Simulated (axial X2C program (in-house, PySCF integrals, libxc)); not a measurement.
**Worked dissociation energy of AlCl⁺: HF, 2c**

Computed with an axial X2C code built on PySCF integrals. Two-component (2c) means X2C with spin–orbit coupling and atomic mean-field two-electron Coulomb and Gaunt terms. Basis: Cl dyall-av3z [9s8p3d2f], Al dyall-v3z [8s8p2d1f] (cores contracted in-house); Gaussian nuclei, density fitting, unrestricted open shells. Masses: Cl 34.969 u, Al 26.982 u.

Molecular state: Ω = 1/2 (⟨Sz⟩ = 0.50, ⟨Lz⟩ = 0.00 at HF).

```
E(Cl) (2M_J = 1)  : -460.830408 hartree
E(Al+) (2M_J = 0) : -242.083740 hartree
E(AlCl⁺) at Re    : -702.961353 hartree
ωe                : 629.0 cm⁻¹
ωexe              : 2.79 cm⁻¹
```

(1) Work out De and D0.

One determinant describes the state; a PBE0 search over occupations chose it and may have missed a lower one. De is counted from the lowest determinant-based energies of the atoms at the same level, without counterpoise correction.

Hartree–Fock lacks correlation and underbinds, often by eV.

Each atomic determinant is the lowest at this level and need not be a pure J level. Totals compare only within one Hamiltonian and basis.

## Answers

(1) De = -460.830408 + (-242.083740) − (-702.961353) = 0.04720 hartree = 1.285 eV. The zero-point energy is ωe/2 − ωexe/4 = 314 cm⁻¹ = 0.039 eV, so D0 = 1.246 eV.
